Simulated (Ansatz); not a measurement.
Relaxation of AlH$_{3}$ (4 atoms, charge 0, multiplicity 1), to a largest force component of 0.03 eV/Å in at most 50 steps.

Method: RKS BHLYP/6-31G* in Ansatz.

```xyz
4
Properties=species:S:1:pos:R:3
Al 0.212 0.000 0.122
H 0.767 0.000 1.562
H 1.736 0.000 -0.118
H -1.145 0.000 -0.661
```

Q: Where does it end, and by what steps?

A: It converged. After 4 steps the energy has fallen by 0.967 eV; H2 moved furthest, 0.45 Å.

```csv
step,energy less start (eV),largest force component (eV/Å),accepted
0,0.0000,1.958,yes
1,-0.6451,0.958,yes
2,-0.9319,0.461,yes
3,-0.9654,0.127,yes
4,-0.9670,0.005,yes
```

```xyz
4
Properties=species:S:1:pos:R:3
Al 0.392 0.000 0.226
H 0.393 0.000 1.805
H 1.759 0.000 -0.563
H -0.975 0.000 -0.563
```

Time of the run: 4.6 s on 1 thread of Intel(R) Xeon(R) Platinum 8375C CPU @ 2.90GHz (Ice Lake) (shared host), peak memory 0.1 GiB.
